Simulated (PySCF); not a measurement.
# [OH2]-: doublet, from a linear start

Where does doublet [OH2]- go from a linear start, is the end point a minimum, and what are its modes, charges and moments?

Program: PySCF 2.14.0. Level of theory: PBE0, basis O def2-TZVPD, H def2-TZVPD, no relativity, density fitting. These are calculated values, not measurements.

### Step 1. Where the work starts

3 atoms, charge -1, spin multiplicity 2.

Bond lengths: O1–H2 0.950 Å, O1–H3 0.950 Å. Angles: H2–O1–H3 180.0°.

```xyz
3
charge -1 multiplicity 2
O     0.0000    0.0000    0.0000
H     0.0000    0.0000    0.9500
H     0.0000    0.0000   -0.9500
```

### Step 2. First SCF at the start

One driver script runs all steps and calls PySCF; scf.py shows how it sets up the SCF of each step. The optimiser is the driver's own. After this first run the driver tries any further starts and a stability analysis.

File scf.py:

```python
from pyscf import gto, scf, dft
mol = gto.M(atom='''
O      0.000000     0.000000     0.000000
H      0.000000     0.000000     0.950000
H      0.000000     0.000000    -0.950000''',
    basis={'O': 'def2-TZVPD', 'H': 'def2-TZVPD'},
    charge=-1, spin=1)
mf = dft.UKS(mol, xc='PBE0')
mf.grids.atom_grid = (50, 194)
aux = {'O': 'def2-universal-JKFIT', 'H': 'def2-universal-JKFIT'}
mf = mf.density_fit(auxbasis=aux)
mf.conv_tol = 1e-08
mf.diis_space = 10
mf.max_cycle = 60
mf.init_guess = 'minao'
mf.verbose = 4
mf.kernel()
```

On the command line:

```sh
$ OMP_NUM_THREADS=2 python axn.py task.json out
```

The runs that follow: Relaxing the doublet from the linear start; Is it a minimum? Harmonic modes; Downhill along the imaginary mode; Vibrations and properties at this point.

Before running it: what results should come out? Wanted: minimum; geometry; wavenumbers; dipole moment; highest occupied, lowest empty level; polar-tensor charge of O1; zero-point energy; ⟨S²⟩.

As calculated:

| quantity | value |
| --- | --- |
| minimum | doublet, C2v |
| geometry | O–H 0.977 Å (×2); H–O–H 101.4° |
| wavenumbers (cm⁻¹) | 1531 (a1), 3500 (b2), 3506 (a1) |
| dipole moment (centre of mass) | 3.73 D |
| highest occupied, lowest empty level (either spin) | 2.89, 4.89 eV |
| polar-tensor charge of O1 | +0.11 e |
| zero-point energy | 51.1 kJ/mol |
| entropy at 298.15 K | 195.0 J/(mol K) |
| ⟨S²⟩ | 0.750 |

From D∞h at the start the molecule goes to a C2v minimum. The strongest infrared band lies at 3500 cm⁻¹ (b2, stretch). Most of the spin sits on O1 (Mulliken spin 2.61, against 1 for the whole molecule). Other starts or spin states, not run here, may lie lower. The highest occupied level lies above zero: either self-interaction error lifts it or the extra electron is not bound, and the basis holds it in place.
